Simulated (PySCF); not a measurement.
Coordinates in bohr (charge 0 multiplicity 2):
```
P     0.0000    0.0000   -0.0864
H     0.0000    2.8641   -0.3037
H     0.0000   -2.8641   -0.3037
H     2.0372    0.0000    1.6310
H    -2.0372    0.0000    1.6310
```

These are results of UPBE0 in PySCF with P def2-TZVP, H def2-TZVP; no relativity; density-fitted integrals, not measurements.

This geometry of PH4 is a stationary point at this level.

Problem. What is the point group?

Solution. C2v.

Problem. Is it a minimum?

Solution. Yes: all harmonic wavenumbers are real.

Problem. Which band is strongest in the infrared?

Solution. 1505 cm⁻¹ (b2), 468 km/mol.

Problem. What is the atomisation energy, with and without zero-point energy?

Solution. 1040 kJ/mol without, 961 kJ/mol with.

Other isomers or separated fragments may lie lower.
